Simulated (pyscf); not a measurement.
# Insertion: Be [singlet] + HCl → HBe–Cl

Gas phase, singlet surface, charge 0. Bonds broken: Cl2–H3. Bonds formed: Be1–Cl2, Be1–H3. Structures and frequencies: ωB97X-D3(BJ)/def2-SVP in PySCF. Correlated levels are frozen-core, on RHF or UHF. ΔMP2 is the change of the MP2 total energy from the triple- to the quadruple-zeta basis.

Transition state (Å):

```xyz
3

Be     0.3446    -1.1616     0.4307
Cl    -0.9428     0.5846     0.8554
H     -1.2143    -0.8290     0.2479
```

One imaginary mode, 1513i cm⁻¹; descent along it reached the two sides named.

| bond | change | reactant side (Å) | saddle | product side |
|---|---|---|---|---|
| Cl2–H3 | breaks | 1.284 | 1.562 | 3.2 |
| Be1–Cl2 | forms | 3.5 | 2.211 | 1.823 |
| Be1–H3 | forms | 3.5 | 1.604 | 1.328 |

Electronic energies relative to the separated reactants (eV):

```
level                             barrier  reaction energy  reverse barrier
--------------------------------  -------  ---------------  ---------------
ωB97X-D3(BJ)/def2-TZVP               1.05            -3.70             4.74
PBE/def2-TZVP                        0.49            -3.59             4.08
r²SCAN/def2-TZVP                     0.62            -3.78             4.40
B3LYP-D3(BJ)/def2-TZVP               0.78            -3.70             4.48
PBE0-D3(BJ)/def2-TZVP                0.77            -3.63             4.40
M06-2X/def2-TZVP                     0.96            -3.64             4.60
ωB97M-D3(BJ)/def2-TZVP               1.00            -3.58             4.58
HF/def2-TZVP                         1.89            -3.42             5.31
MP2/def2-QZVPP                       0.96            -3.73             4.69
CCSD/def2-TZVPP                      1.38            -3.12             4.50
CCSD(T)/def2-TZVPP                   1.16            -3.15             4.32
CCSD(T)/def2-TZVPP + ΔMP2(QZVPP)     1.03            -3.37             4.40
```

With CCSD(T)/def2-TZVPP + ΔMP2(QZVPP) energies and thermal terms (ideal gas, 1 atm, RRHO with modes under 100 cm⁻¹ raised to 100, one conformer, R ln 2 for chiral ones without a mode under 150 cm⁻¹), in eV:

| T (K) | ΔH‡ | ΔG‡ | ΔH | ΔG |
|---|---|---|---|---|
| 298 | 0.90 | 1.16 | -3.36 | -3.05 |
| 600 | 0.88 | 1.43 | -3.37 | -2.72 |
| 900 | 0.86 | 1.70 | -3.36 | -2.40 |
| 1200 | 0.85 | 1.98 | -3.35 | -2.08 |

One closed-shell reference is unstable to symmetry breaking; treat the single-reference values with care. The CCSD(T) − MP2 part came from Ansatz, without density fitting, on the same reference.
